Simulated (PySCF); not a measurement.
Coordinates in bohr (charge 0 multiplicity 1):
```
Al    0.0000    0.0000    1.9641
S     0.0000    0.0000   -1.8130
H     0.0000    0.0000    4.9303
```

Level of theory: PBE0 in PySCF with Al def2-TZVP, S def2-TZVP, H def2-TZVP; no relativity; density-fitted integrals.

This geometry of HAlS is a stationary point at this level.

Task: What is the point group?

Result: C∞v.

Task: Is it a minimum?

Result: Yes: all harmonic wavenumbers are real.

Task: List the harmonic modes with their infrared intensities.

Result: 
```tsv
symmetry	ω (cm⁻¹)	IR (km/mol, summed over degenerate members)
π	425	97.1
σ+	689	27.7
σ+	1992	102
```

Task: Give the atomic charges and bond orders.

Result: 
```tsv
atom	Mulliken	Löwdin	polar tensor	Mayer order to Al1
Al1	0.30	-0.02	0.80	–
S2	-0.30	0.12	-0.59	2.34
H3	-0.01	-0.09	-0.22	0.94
```

In C∞v the vibrations span π + 2σ+.

Only a few start shapes were tried, so a lower isomer may exist.
